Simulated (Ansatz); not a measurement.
# BSiNH (quartet): from Hartree-Fock to the top rungs, def2-TZVPP

One table from this session's results is given with a row withheld; the runs are named, their logs left out.

The runs use Ansatz 0.2.0, Gaussian basis; def2-TZVPP, core rule «outside noble gas», up to 7 orbitals frozen.

Plan: UHF; ROHF; CCSD(T) on UHF.

## The geometry

The geometry is a PBE0/def2-TZVP stationary point (not a proven minimum).

4 atoms, charge 0, spin multiplicity 4.

Atoms are counted from 1 here; the program's logs count them from 0.

Bond lengths: B1–Si2 1.920 Å, Si2–N3 1.668 Å, Si2–H4 1.486 Å. Angles: B1–Si2–N3 121.8°, B1–Si2–H4 115.6°, N3–Si2–H4 122.6°.

Set-up of the first run:

File in.yaml:

```yaml
crystal:
  periodic: [false, false, false]
  atoms:
    - {symbol: B, position_ang: [0.000000, -0.564500, 1.717940]}
    - {symbol: Si, position_ang: [0.000000, 0.370053, 0.040934]}
    - {symbol: N, position_ang: [0.000000, -0.439646, -1.417676]}
    - {symbol: H, position_ang: [0.000000, 1.852957, 0.133591]}
basis:
  gaussian: {orbitals: def2-TZVPP}
magnetization: {spin_polarized: true, initial_magnetization: 3}
hamiltonian: {xc: hf}
output: {orbitals: {seedname: orbitals}}
```

On the command line:

```bash
> ansatz run in.yaml --threads 1 --pin off --events-out ev --progress --plain --max-ram 4096MiB --backend cpu
```

Among the steps run: UHF; ROHF; CCSD(T) on UHF.

One of the session's tables, all rows but one given; the rest of the session is left out.

| method | from UCCSD(T) (kJ/mol) |
| --- | --- |
| ROHF | ? |
| UHF | +931.1 |
| UMP2 | +181.6 |
| UCCSD | +45.2 |
| UCCSD(T) | 0 |

Estimate the missing values for ROHF.

The run gave: from UCCSD(T) (kJ/mol): +994.8. In the column «from UCCSD(T) (kJ/mol)» it is the highest.

With the free atoms at the same levels and basis (separate runs), the atomisation energy is 7.928 eV at UCCSD(T), 4.894 eV at ROHF.
